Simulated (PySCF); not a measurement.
Species: C3HF3.
Numbering: `[CH:1]#[C:2][C:3]([F:4])([F:5])[F:6]` (hydrogens: H7 on C1)

Geometry (PBE0-D3(BJ)/def2-SVP, Å), atoms numbered from 1 in this order:
```
atom  x, y, z in Å
C1     1.7427   -0.0371   -0.2260
C2     0.5470   -0.0120   -0.0669
C3    -0.9109    0.0133    0.1093
F4    -1.5223   -0.6087   -0.8965
F5    -1.2666   -0.5906    1.2416
F6    -1.3651    1.2642    0.1516
H7     2.8095   -0.0576   -0.3629
```

Level of theory: PBE0-D3(BJ)/def2-SVP geometry optimisation, gas phase in PySCF.

Masses are those of the commonest isotopes; rigid-rotor values at the optimised geometry. 

(1) What are A, B and C (GHz)?

(2) What kind of rotor is it?

(3) Where do the R-branch lines fall?

(4) Estimate the classical rotational partition function at 25 K, 50 K and 200 K.

Answers

(1) Ia = 88.07, Ib = 175.55, Ic = 175.64 u·Å²; 505379 MHz·u·Å²/I gives 5739, 2879 and 2877 MHz, that is A = 5.7385, B = 2.8788, C = 2.8774 GHz.

(2) A prolate symmetric top, as the point group C3v requires two equal moments; the computed ones differ by 0.05 % because the geometry is symmetric only within the optimiser's tolerance: κ = (2 × 2879 − 5739 − 2877)/(5739 − 2877) = -1.00.

(3) The dipole of 2.22 D lies along the symmetry axis, so ΔK = 0 and J+1 ← J falls at 2B(J+1) for every K: 5.76 GHz, 11.51 GHz, 17.27 GHz, 23.02 GHz, 28.78 GHz for J = 0 to 4.

(4) Point group C3v, symmetry number σ = 3; q = (√π/σ)·√((kT/h)³/(ABC)), k/h = 20836.6 MHz/K: 1020 at 25 K, 2880 at 50 K, 23100 at 200 K.

Not checked by PBE0-D3(BJ)/def2-SVP frequencies. No vibrational averaging or centrifugal distortion is included, and the geometry carries the error of its method.

Hardware: one thread of an Arm Neoverse V1, no GPU, shared host. Cost: 39 s wall, 0.37 GiB resident at most. This is the geometry optimisation.
